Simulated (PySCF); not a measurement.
Compound: epifluorohydrin, C3H5FO.
InChI=1S/C3H5FO/c4-1-3-2-5-3/h3H,1-2H2/t3-/m1/s1

Torsions of this conformer, `[F:1][CH2:2][C@@H:3]1[CH2:4][O:5]1`: F1–C2–C3–C4 -92°.

The closed-shell ground state was solved at several levels (PySCF, density fitting, gas phase, non-relativistic). One conformer (not necessarily the lowest) at the PBE0-D3(BJ)/def2-SVP geometry, without solvent, vibrations or thermal averaging.

```csv
level,basis functions,total energy (Eh),HOMO (eV),LUMO (eV),gap (eV),dipole (D)
PBE0/pcSseg-1,110,-291.9956,-8.17,1.63,9.80,0.53
B3LYP/pcJ-1,185,-292.3463,-7.88,1.31,9.19,0.55
KT3/pcSseg-2,250,-296.5177,-6.78,-0.14,6.64,0.49
```

Q: What might wB97X-D/def2-SVPD (146 basis functions) give for the same quantities?

A: Total energy -292.0497 Eh, HOMO -10.26 eV, LUMO 2.45 eV, gap 12.71 eV, dipole 0.53 D.

Q: Over all these levels, which gives the widest orbital gap and which the narrowest?

A: wB97X-D/def2-SVPD (range-separated hybrid) has the widest, 12.71 eV, and KT3/pcSseg-2 (GGA) the narrowest, 6.64 eV. Functional and basis both differ between the two, so the spread mixes both effects.

Q: How far do the dipole and the HOMO energy spread over the levels?

A: The dipole runs from 0.49 to 0.55 D (mean 0.53 D) and the HOMO from -10.26 to -6.78 eV.

Note: wB97X-D ran without an empirical dispersion term, which enters the total energy and its gradient alone.
